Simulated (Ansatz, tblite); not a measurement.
# The cluster B₃H−: a ladder of methods and basis sets

Aim: run the doublet of the cluster B₃H− at one geometry on many levels, and compare frontier levels, spin and run time.

Method: as each input shows; program: Ansatz 0.2.0, Gaussian basis.

Levels to be run: GFN1-xTB, GFN2-xTB, PBE-D4/def2-TZVPD, r2SCAN-D4/def2-TZVPD, BHLYP-D4/def2-TZVPD, HF/def2-TZVPD, ωB97M-V/def2-TZVPD, B2PLYP/def2-TZVPD, revPBE-D4/def2-TZVPD, PBE+5HF/def2-TZVPD, PBE+10HF/def2-TZVPD, PBE+15HF/def2-TZVPD, PBE+35HF/def2-TZVPD, PBE+50HF/def2-TZVPD, PBE-D4/def2-SVPD, PBE0-D4/def2-SVPD, HF/STO-3G, CCSD(T)/def2-TZVPPD, MP2/def2-TZVPD, RPA/def2-TZVPD.

**1. The relaxed structure**

The geometry is that of the doublet, from an earlier relaxation (PBE-D4/def2-TZVPD). At that level it is the lowest of the isomers that a small search found.

4 atoms, charge -1, spin multiplicity 2.

Bond lengths: B1–B2 1.526 Å, B1–B3 1.563 Å, B2–B3 1.665 Å, B3–H4 1.207 Å. Angles: B2–B1–B3 65.2°, B1–B2–B3 58.5°, B1–B3–B2 56.3°, B1–B3–H4 160.3°, B2–B3–H4 143.3°.

Coordinates:

```xyz
4
B3H
B     0.74892    0.12664    0.99232
B    -0.73426    0.48044    0.93479
B     0.06496   -0.13906   -0.38736
H    -0.07961   -0.46802   -1.53974
```

The ion is computed in the gas phase, without counter-ions or solvent.

PBE0-D4/def2-TZVPD was run before; its log isn't repeated, and its numbers join the tables.

**2. GFN1-xTB**

Tight binding, by tblite at 300 K electronic temperature and without a spin-polarisation term:

```python
tblite.interface.Calculator('GFN1-xTB', numbers, positions, charge=-1, uhf=1).singlepoint()
```

Energy -130.3749 eV; 0.001 s.

**3. GFN2-xTB**

Tight binding, by tblite at 300 K electronic temperature and without a spin-polarisation term:

```python
tblite.interface.Calculator('GFN2-xTB', numbers, positions, charge=-1, uhf=1).singlepoint()
```

Energy -110.2338 eV; 0.001 s.

**4. PBE-D4/def2-TZVPD**

start.molden holds the orbitals of an earlier run on this state, given as this run's starting guess.

File in.yaml:

```yaml
crystal:
  periodic: [false, false, false]
  atoms:
    - {symbol: B, position_ang: [0.748923, 0.126644, 0.992319]}
    - {symbol: B, position_ang: [-0.734264, 0.480439, 0.934787]}
    - {symbol: B, position_ang: [0.064962, -0.139061, -0.387361]}
    - {symbol: H, position_ang: [-0.079611, -0.468023, -1.539745]}
basis:
  gaussian: {orbitals: def2-TZVPD, initial_orbitals: start.molden}
total_charge: -1
magnetization: {spin_polarized: true, initial_magnetization: 1}
hamiltonian: {xc: pbe, dispersion: d4}
scf: {omitted_lower_state_checks: [starts]}
output: {orbitals: {seedname: orbitals}}
```

Run with:

```console
$ ansatz run in.yaml --threads 4 --pin off --events-out ev --progress --plain --max-ram 3916MiB
```

After this run come: r2SCAN-D4/def2-TZVPD; BHLYP-D4/def2-TZVPD; HF/def2-TZVPD; ωB97M-V/def2-TZVPD; B2PLYP/def2-TZVPD; revPBE-D4/def2-TZVPD; PBE+5HF/def2-TZVPD; PBE+10HF/def2-TZVPD; PBE+15HF/def2-TZVPD; PBE+35HF/def2-TZVPD; PBE+50HF/def2-TZVPD; PBE-D4/def2-SVPD; PBE0-D4/def2-SVPD; HF/STO-3G; CCSD(T)/def2-TZVPPD; MP2/def2-TZVPD; RPA/def2-TZVPD.

Q: Predict the results of all the runs planned. Wanted: gap in def2-TZVPD, named functionals and Hartree-Fock, smallest and largest; gap over the share of exact exchange; correlation energy, CCSD(T)/def2-TZVPPD; correlation energy, MP2/def2-TZVPD; ⟨S²⟩ in def2-TZVPD, named functionals and Hartree-Fock, smallest and largest; PBE0 total energy, smallest basis above largest.

**Answer**, as computed:

| quantity | value |
| --- | --- |
| gap in def2-TZVPD, named functionals and Hartree-Fock, smallest and largest | 1.31 eV (PBE-D4), 7.38 eV (HF) |
| gap over the share of exact exchange | 1.31 eV at 0, 5.11 eV at 0.5 |
| correlation energy, CCSD(T)/def2-TZVPPD | -9.16 eV |
| correlation energy, MP2/def2-TZVPD | -7.58 eV |
| ⟨S²⟩ in def2-TZVPD, named functionals and Hartree-Fock, smallest and largest | 0.766, 1.118 |
| PBE0 total energy, smallest basis above largest | 2.17 eV (def2-SVPD, def2-TZVPD) |

What this shows: Over the named functionals and Hartree-Fock in def2-TZVPD the gap runs from 1.31 eV (PBE-D4) to 7.38 eV (HF); exact exchange widens it. Raising the share of exact exchange from 0 to 0.5 moves the HOMO by -2.22 eV and the LUMO by +1.58 eV. Over the named functionals and Hartree-Fock in def2-TZVPD spin contamination reaches 0.37 (HF), so some levels may describe another state. PBE-D4, revPBE-D4, r2SCAN-D4 put the HOMO above zero; others here keep it below zero, so the sign hangs on the functional's self-interaction and doesn't show that the species is unbound. Notes on CCSD(T)/def2-TZVPPD: large T1 diagnostic, spin contamination.
